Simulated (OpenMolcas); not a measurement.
[CF2]+ (SMILES F[C+]F): the vertical energy of the quartet above the doublet, rung by rung

[CF2]+: 3 atoms, total charge +1, spin state doublet. SMILES: `F[C+]F`. The shape is that of a PBE0-D4/def2-TZVP optimisation.

```tsv
atom	x (Å)	y (Å)	z (Å)
F	0.3791	0.9730	0.3162
C	0.2757	-0.2214	0.1273
F	-0.6548	-0.7516	-0.4435
```

Each level gives the vertical energy of the quartet above the doublet (eV). The values are calculated.

```csv
level,kind,program,value (eV)
UHF/cc-pVTZ,Hartree–Fock,OpenMolcas,8.13
USVWN5/cc-pVTZ,LDA,OpenMolcas,8.40
U-revPBE/cc-pVTZ,GGA,OpenMolcas,8.12
UM06-L/cc-pVTZ,meta-GGA,OpenMolcas,8.17
UTPSS/cc-pVTZ,meta-GGA,OpenMolcas,8.03
UBHLYP/cc-pVTZ,global hybrid,OpenMolcas,8.41
UM06-2X/cc-pVTZ,hybrid meta-GGA,OpenMolcas,8.65
UPBE0/cc-pVTZ,global hybrid,OpenMolcas,8.24
```

The values span 8.03 to 8.65 eV.
